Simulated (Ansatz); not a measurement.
**Property card for BeAu**

All numbers below come from DFT r2SCAN, scalar-relativistic, plane waves, PAW (Ansatz).

Settings: cutoff 500 eV, Γ-centred mesh 8×8×8 on the computed 8-atom cell, Gaussian smearing of 0.10 eV; no spin polarisation.

The structure is relaxed at this level of theory with its symmetry kept. Whether it is the stable form of this composition wasn't checked.

```cif
data_structure
_symmetry_space_group_name_H-M 'P2_13'
_symmetry_Int_Tables_number 198
_cell_length_a 4.6857
_cell_length_b 4.6857
_cell_length_c 4.6857
_cell_angle_alpha 90.000
_cell_angle_beta 90.000
_cell_angle_gamma 90.000
_cell_volume 102.88
loop_
_atom_site_label
_atom_site_type_symbol
_atom_site_symmetry_multiplicity
_atom_site_Wyckoff_symbol
_atom_site_fract_x
_atom_site_fract_y
_atom_site_fract_z
_atom_site_occupancy
Be1 Be 4 a 0.84619 0.84619 0.84619 1
Au1 Au 4 a 0.15380 0.15380 0.15380 1
```

**Question.** Formation energy from the elements' standard states (uncorrected)?

**Answer.** -0.132 eV/atom.

**Question.** Density of states at the Fermi level?

**Answer.** 2.35 states/eV per cell.

**Question.** Bulk modulus?

**Answer.** 159 GPa.

**Question.** Its pressure derivative?

**Answer.** 4.8.

**Question.** Bader charges (e)?

**Answer.** Be (4 in the cell) 1.57, Au (4 in the cell) -1.57.

Spin-orbit coupling is left out, which matters for the bands of heavy elements.

Cost: 9 runs of about 20 core-minutes in all, on Oxide Virtual Turin-like Processor (Zen 5) (shared hosts).